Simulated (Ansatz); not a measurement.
Geometry optimisation, Ansatz 0.2.0, UKS BHLYP-D4/def2-SVP.

The input (input.yaml):

```yaml
crystal:
  periodic: [false, false, false]
  atoms:
    - { symbol: S, position_ang: [-1.5972, -0.48071, 1.02404] }
    - { symbol: Si, position_ang: [0.14023, -0.00354, 0.07887] }
    - { symbol: S, position_ang: [0.08038, 0.38679, -1.91705] }
    - { symbol: H, position_ang: [-2.46319, -0.81192, 2.04618] }
magnetization:
  spin_polarized: true
  initial_magnetization: 1
basis:
  gaussian: { orbitals: def2-SVP }
hamiltonian:
  xc: { name: BHLYP }
  dispersion: d4
relax:
  f_tol: 0.02
  max_steps: 50
```

Launched with:

```bash
$ ansatz run input.yaml --threads 1 --pin off --max-ram 2048MiB --backend cpu --events-out ev --progress --plain --runs-dir out
```

**Question.** Where does it end, and by what steps?

**Answer.** The forces met the threshold. After 9 steps the energy has fallen by 1.639 eV; H4 moved furthest, 0.64 Å.

```
step  energy less start (eV)  largest force component (eV/Å)  accepted
   0                  0.0000                           2.959       yes
   1                 -0.6974                           2.250       yes
   2                 -1.2302                           1.461       yes
   3                 -1.4822                           1.737       yes
   4                 -1.5867                           0.930       yes
   5                 -1.6286                           0.490       yes
   6                 -1.6390                           0.044       yes
   7                 -1.6392                           0.037       yes
   8                 -1.6392                           0.032       yes
   9                 -1.6393                           0.004       yes
```

```xyz
4
Properties=species:S:1:pos:R:3
S -2.135 -0.515 0.748
Si -0.134 -0.055 0.155
S 0.264 0.371 -1.713
H -1.834 -0.710 2.042
```

Run time: 23 s on 1 thread of Arm Neoverse V2, with other jobs on the host, peak memory 0.15 GiB.
